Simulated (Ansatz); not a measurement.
C4H8O can be A, `CC1(O)CC1`, or B, `CC1(C)CO1`.

Program: Ansatz. Geometries: PBE0-D4/def2-TZVP. ΔE: electronic, gas phase. CCSD(T)/CBS adds triple-zeta CCSD(T) − MP2 to the extrapolated MP2 energy (def2 sets, frozen cores). Functionals use def2-TZVPP. One conformer a species, not always the lowest.

A:

```xyz
13

C     0.424    0.264   -1.373
C    -0.299    0.135   -0.064
O    -1.548    0.767   -0.030
C    -0.250   -1.140    0.696
C     0.473    0.078    1.218
H     0.650    1.313   -1.593
H     1.368   -0.283   -1.355
H    -0.191   -0.130   -2.186
H    -1.401    1.717   -0.064
H     0.337   -1.957    0.293
H    -1.157   -1.431    1.208
H     0.038    0.574    2.077
H     1.556    0.096    1.174
```

B:

```xyz
13

C     1.335   -0.494    0.260
C    -0.101   -0.125    0.023
C    -0.388    0.626   -1.245
C    -1.014   -0.005    1.158
O    -1.039   -1.157    0.329
H     1.440   -1.062    1.185
H     1.710   -1.106   -0.564
H     1.959    0.402    0.324
H     0.145    1.580   -1.259
H    -1.457    0.821   -1.345
H    -0.062    0.045   -2.112
H    -1.886    0.642    1.081
H    -0.642   -0.166    2.167
```

Problem. Which isomer does CCSD(T)/CBS put lower? Give the gap. (An estimate is asked.)

Solution. Computed: A, by 6.8 kJ/mol.

Problem. Give E(B) − E(A) in kJ/mol with PBE-D4, B2PLYP, HF/def2-TZVPP, r2SCAN-D4, PBE0-D4, CCSD(T)/def2-TZVPP, ωB97M-V. (An estimate is asked.)

Solution. Computed: PBE-D4 3.1, B2PLYP 4.2, HF/def2-TZVPP 7.2, r2SCAN-D4 3.9, PBE0-D4 8.7, CCSD(T)/def2-TZVPP 5.4, ωB97M-V 8.6. None reverses the order clearly.

Largest T1 diagnostic: 0.010.

From PBE to PBE0 (25 % exact exchange), in def2-TZVPP and without D4, E(B) − E(A) moves by +5.6 kJ/mol.
